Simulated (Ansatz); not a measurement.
Results of PBEsol (plane waves, PAW; Ansatz, a program for electronic structure) for bcc Fe.

Numerical settings: plane-wave cutoff 500 eV, 14×22×1 k mesh (along the axes of the cell as run), Fermi–Dirac smearing 0.1 eV, scalar-relativistic PAW data made under PBE.

Q: Give the computed surface energy of the (211) face and work function of the (211) face.

A: 
* **surface energy of the (211) face**: 3.12 J/m²
* **work function of the (211) face**: 4.28 eV

The slab of 12 atoms is relaxed and unreconstructed.

Cost on a shared machine: around 70 core-minutes (rough).
